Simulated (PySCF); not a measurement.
NaLi⁻: one state, many levels of theory

State: ²Σ⁺ (doublet), unpaired electrons σ ↑. Set-up: Na aug-cc-pVDZ-DK, Li aug-cc-pVDZ-DK; spin-free X2C with a Gaussian nucleus (PySCF 2.14). De refers to Na + Li⁻ in their ground configurations, without counterpoise correction. The functionals are run spin-unrestricted. A positive dipole points towards Li; it is taken about the centre of mass and depends on that origin. Levels whose curve was spin-contaminated or gave no clean fit are not listed.

| Level | Re (Å) | ωe (cm⁻¹) | De (eV) | μ (D) |
| --- | --- | --- | --- | --- |
| ROHF-MP2 | 3.369 | 163 | n/a | n/a |
| ROHF-SCS-MP2 | 3.392 | 159 | n/a | n/a |
| ROHF-CCSD | 3.357 | 162 | 0.63 | n/a |
| ROHF-CCSD(T) | 3.348 | 164 | 0.67 | n/a |
| PBE | 3.261 | 166 | 0.84 | -4.32 |
| BLYP | 3.204 | 163 | 0.73 | -5.48 |
| BP86 | 3.290 | 160 | 0.76 | -4.41 |
| PBE0 | 3.315 | 163 | 0.79 | -4.19 |
| MN15 | 3.041 | 192 | 0.61 | -5.02 |

The bond length runs from 3.041 Å (MN15) to 3.392 Å (ROHF-SCS-MP2). De spans 0.61 eV (MN15, hybrid meta-GGA) to 0.84 eV (PBE, GGA).

Correlated steps freeze 1 core orbital. Correlated levels converge slowly with the basis: in double zeta they bind strong bonds too weakly, by up to about 1 eV, and carry superposition errors of some tenths. For an ion De counts to the pair picked by the measured ionisation energies or electron affinities, which need not be the lowest pair at this level. The highest Kohn–Sham level is positive in this anion. Much of that is self-interaction error, but it also means that the finite basis helps to hold the extra electron. The state is the lowest determinant that a PBE0 search found; another state may lie lower at other levels.
